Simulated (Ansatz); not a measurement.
Molecule: CN, net charge 0, doublet state. SMILES: [C]#N
Geometry from a B3LYP-D3(BJ)/def2-TZVP (Ansatz, a first-principles code) optimisation:
```
C
N 1 1.1622
```
Charge 0, spin multiplicity 2.

Parts of the frozen-core correlation energy in cc-pVDZ (Ansatz, hartree). Frozen orbitals: 2; correlated occupied orbitals by spin: 5 and 4; virtual: 21 and 22. UHF or UKS for open shells. No spin-orbit coupling. Non-relativistic.

```
term                           value
-------------------------  ---------
reference (HF)             -92.21304
MP2 opposite-spin                  ?
MP2 same-spin                      ?
CCSD correlation            -0.26292
(T)                                ?
CCSDT minus CCSD(T)         -0.00241
CCSDT(Q) minus CCSD(T)      -0.00436
T1 diagnostic                  0.087
largest doubles amplitude      0.106
<S^2> of the reference         1.113
```

Q: Some entries are withheld; supply them.

A: 
- MP2 opposite-spin, value: -0.15988
- MP2 same-spin, value: -0.06418
- (T), value: -0.01218
